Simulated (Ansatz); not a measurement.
## Cost against result

The pair of HCl (SMILES Cl, atoms 1–2) and CH4O (SMILES CO, atoms 3–8), both closed shells, in one local arrangement (a lower one may exist), relaxed at PBE0-D4/def2-TZVP:

```csv
atom,x (Å),y (Å),z (Å)
Cl1,-0.6729,0.8477,-2.6244
H2,-0.4833,0.0822,-1.5743
C3,0.1320,0.1227,0.9332
O4,-0.1397,-0.7925,-0.1181
H5,-0.7401,0.7692,1.0202
H6,1.0073,0.7424,0.7163
H7,0.2789,-0.3998,1.8827
H8,0.6177,-1.3718,-0.2356
```

Interaction energies are counterpoise-corrected; the time is that of the whole pair.

Computed with Ansatz 0.2.0 (basis: as named in each row); correlated methods freeze the cores. B3LYP uses VWN-RPA correlation. Extrapolation: Hartree–Fock as exp(−7.88 √X), correlation as X^−2.97.

Times are rough, for one single point on 4 threads of a shared host (Arm Neoverse V1).

The estimate by CCSD(T) at an estimated basis limit (MP2 extrapolated from triple and quadruple zeta, plus CCSD(T) − MP2 in triple zeta) is -27.6 kJ/mol.

```csv
method,basis,time (s),interaction energy (kJ/mol),method less estimate
HF,STO-3G,under 1,-20.3,7.3
PBE-D4,STO-3G,under 1,-59.5,-31.9
SPW92,def2-SVP,under 1,-47.8,-20.2
B3LYP-D4,6-31G,under 1,-44.5,-16.9
PBE-D4,def2-SVP,under 1,-33.2,-5.5
PBE0-D4,def2-SVP,under 1,-32.7,-5.1
CCSD(T),def2-SVP,under 1,-16.0,11.6
revPBE-D4,def2-TZVPPD,1,-29.0,-1.4
PBE-D4,def2-TZVPPD,1,-33.0,-5.4
BLYP-D4,def2-TZVPPD,1,-29.1,-1.5
PBE0-D4,def2-TZVPPD,2,-31.9,-4.2
HSE06-D4,def2-TZVPPD,2,-31.8,-4.2
B3LYP-D4,def2-TZVPPD,2,-29.8,-2.2
wB97M-V,def2-SVP,2,-27.4,0.2
r2SCAN-D4,def2-TZVPPD,2,-32.5,-4.9
B2PLYP,def2-TZVPPD,3,-25.7,1.9
wB97X-V,def2-TZVPPD,4,-28.3,-0.7
wB97M-V,def2-TZVPPD,4,-27.7,0.0
B97M-V,def2-TZVPPD,5,-28.9,-1.3
MP2,def2-QZVPPD,8,-29.8,-2.1
CCSD(T),def2-TZVPPD,37,-24.4,3.2
```

The T1 diagnostic stays at or below 0.010.
